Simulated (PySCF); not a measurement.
# O2S: the cost of one run

The runs use PySCF 2.14.0, with density-fitted response routines of our own; the level of theory stands in each step. All values are computed, except where a source is named. Atoms count from 0, in the outputs and in this text.

### Step 1. Starting geometry

3 atoms, charge 0, multiplicity 1; geometry from: MMFF94s. The atoms were then displaced at random by about 0.03 Å, so the start is not that level's minimum.

Bonds of the start (Å): O0–S1 1.56, S1–O2 1.62.

### Step 2. Optimising the geometry at PBE0-D3(BJ)/def2-SVP

What the job is given:

```
{"job": {"xc": "PBE0", "basis": "def2-SVP", "d3": "d3bj", "grid": 1, "shake": 0.03, "kind": "geom"}, "charge": 0, "multiplicity": 1}
O     -1.308220     0.282000     0.012540
S     -0.040820    -0.623110    -0.006470
O      1.332640     0.243900    -0.025960
```

Run with:

```console
> OMP_NUM_THREADS=1 python probes_run.py task.json out
```

This one command runs all jobs of the session in turn.

**Question.** How long does this first job take on 1 thread of AMD EPYC 9B45, shared host?

About 2.2 s.
